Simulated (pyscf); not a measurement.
Optimised with ωB97X-D3(BJ)/def2-SVP in PySCF. Correlated levels are frozen-core, on RHF or UHF. ΔMP2 is the change of the MP2 total energy from the triple- to the quadruple-zeta basis.

### Question
hydrogen fluoride (HF) + H₃C–B(F)–F → boron trifluoride (F–B(F)–F) + methane (CH₄)
Surface: singlet. Broken: F–H, B–C. Formed: B–F, C–H. Give ΔE‡ and ΔE from CCSD(T)/def2-TZVPP + ΔMP2(QZVPP), relative to the separated reactants.

### Answer
ΔE‡ = 28.9 kcal/mol, ΔE = -30.6 kcal/mol. Zero-point energy shifts the barrier by -0.1 kcal/mol. It is a four-centre exchange, with an imaginary mode of 1243i cm⁻¹. One saddle was located; it need not be the lowest between these sides. The CCSD(T) − MP2 part came from Ansatz, without density fitting, on the same reference.
